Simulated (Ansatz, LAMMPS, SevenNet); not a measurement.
## Ladder of methods for the c axis length of hcp Mg

Reference value: 5.210 Å (measured, 293 K, no zero-point or thermal correction; as tabulated in Wikipedia's data pages).

### Question
What do Finnis–Sinclair EAM Mg_mm.eam.fs, SevenNet-l3i5, PBE, PBE-D3(BJ), Hartree–Fock give, and how far is each from the reference?

### Answer

```tsv
level (code)	value (Å)	difference (%)
Finnis–Sinclair EAM Mg_mm.eam.fs (LAMMPS)	5.184	-0.50
SevenNet-l3i5	5.171	-0.75
PBE (Ansatz)	5.187	-0.44
PBE-D3(BJ) (Ansatz)	5.090	-2.30
Hartree–Fock (Ansatz)	5.280	+1.34
```

The reference is not for a static lattice or low temperature, so close values are not ranked against it.

The measured value isn't corrected to a static lattice, so vibrations enter the comparison.  Cutoffs and k meshes differ between the levels. Ansatz's density-functional and Hartree–Fock values are scalar-relativistic unless marked +SOC, with PAW data made under PBE.

Empirical potentials (Finnis–Sinclair EAM Mg_mm.eam.fs) are fitted to chosen data: where that held the value shown, agreement is built in, and what lay outside the fit can be far off. Machine-learned potentials (SevenNet-l3i5) are trained on DFT data: a solid inside that data is no test of them.

Differences are worked out from the printed values.

Ansatz is a first-principles code.
